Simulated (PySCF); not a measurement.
C₄H₄S, SMILES c1ccsc1, point group C2v.

Level: B3LYP/pcSseg-1 in PySCF (density fitting, grid level 2); geometry and Hessian at that level, cubic constants and property derivatives from steps of ±0.6 along each species' dimensionless normal coordinates, second-order vibrational perturbation theory. The parent has the commonest isotopes.

Equilibrium geometry (Å):

```csv
atom,x,y,z
C1,0.7618,-0.6500,-0.0393
C2,-0.6593,-0.7383,0.0684
C3,-1.2651,0.4851,0.0618
S4,-0.1088,1.7714,-0.0766
C5,1.2045,0.6385,-0.1255
H6,1.4243,-1.5094,-0.0520
H7,-1.2052,-1.6728,0.1475
H8,-2.3222,0.7085,0.1298
H9,2.2242,0.9909,-0.2149
```

Task: How much do zero-point and thermal motion change the parent's shieldings?

Result: 
```csv
atom,σe (ppm),"anharmonic part, 0 K","harmonic part, 0 K",Δσ at 0 K,Δσ at 100 K,Δσ at 400 K
C1,48.06,-1.24,-2.63,-3.87,-3.88,-4.25
C3,43.16,-1.69,-2.76,-4.46,-4.49,-5.06
S4,239.11,-6.76,-14.93,-21.69,-21.81,-24.83
H6,24.44,-0.10,-0.31,-0.41,-0.41,-0.42
H8,24.36,-0.10,-0.32,-0.42,-0.42,-0.45
```

Task: And the bond lengths, in the parent and with ²H at 6?

Result: 
```tsv
bond	re (Å)	⟨r⟩ at 0 K	between mean positions	⟨r⟩, labelled
C1–C2	1.4279	1.4358	1.4338	1.4356
C2–C3	1.3652	1.3724	1.3699	1.3724
C3–S4	1.7352	1.7431	1.7418	1.7431
C1–H6	1.0852	1.1055	1.0886	1.1001
C3–H8	1.0825	1.1024	1.0844	1.1025
```

Task: What are the dipole moments?

Result: 0.497 D at equilibrium; averaged at 0 K: parent 0.478 D; ²H at 6 0.486 D; ²H at 8 0.476 D. Measured: 0.55 D (NIST CCCBDB Release 22 (SRD 101), experimental dipoles).

The study (187 SCF points, 112 basis functions) took 25 min on 1 thread of Intel Xeon Platinum 8488C (shared host) (rough), peak memory 0.61 GiB, launched as `OMP_NUM_THREADS=1 python ens_run.py task.json out`.
